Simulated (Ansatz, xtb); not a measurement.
# AlBH2Si+: where a starting geometry ends

The starting geometry of this gas-phase doublet has its atoms placed at random.

```yaml
atoms:
  - { symbol: Al, position_ang: [0.5181, -0.1407, 0.2665] }
  - { symbol: B, position_ang: [0.7188, 1.2573, -1.4130] }
  - { symbol: Si, position_ang: [-1.2041, 0.7539, -0.3233] }
  - { symbol: H, position_ang: [-1.4797, -0.7810, 0.6644] }
  - { symbol: H, position_ang: [0.3149, -1.3579, 0.8500] }
```

Guess where an optimisation with r2SCAN-D4/def2-SVP ends from this start.

It ends as a structure given below by its coordinates. Distances that change by over a tenth: Al1–Si3 (2.03 → 2.73 Å), Al1–H5 (1.36 → 1.56 Å). Contacts that close: B2–Si3 (2.27 → 1.85 Å), B2–H4 (3.65 → 1.29 Å).

The energy falls by 5.05 eV over 16 steps:

```json
{"step": "1", "E − E(last) (eV)": "5.049"}
{"step": "3", "E − E(last) (eV)": "1.901"}
{"step": "4", "E − E(last) (eV)": "1.504"}
{"step": "6", "E − E(last) (eV)": "0.981"}
{"step": "8", "E − E(last) (eV)": "0.552"}
{"step": "9", "E − E(last) (eV)": "0.240"}
{"step": "11", "E − E(last) (eV)": "0.071"}
{"step": "13", "E − E(last) (eV)": "0.014"}
{"step": "14", "E − E(last) (eV)": "0.003"}
{"step": "16", "E − E(last) (eV)": "0.000"}
```

Final geometry (Å):

```yaml
atoms:
  - { symbol: Al, position_ang: [0.4689, -0.6799, 0.5044] }
  - { symbol: B, position_ang: [-0.2595, 0.4113, -1.0558] }
  - { symbol: Si, position_ang: [-1.1908, 1.4632, 0.1508] }
  - { symbol: H, position_ang: [-1.5037, 0.0719, -1.0234] }
  - { symbol: H, position_ang: [1.3529, -1.5350, 1.4685] }
```

From the same start GFN2-xTB ends elsewhere, differing in Al1–Si3 (3.60 against 2.73 Å here), B2–H4 (3.27 against 1.29 Å here), Si3–H4 (1.46 against 1.85 Å here).

From so rough a start the end depends on the optimiser's path, so another program may land elsewhere. No frequencies were run, so the end isn't proven a minimum. Open shells are spin-unrestricted. Run with Ansatz 0.2.0, 2.4 min on 1 thread of Arm Neoverse V2 (shared host).
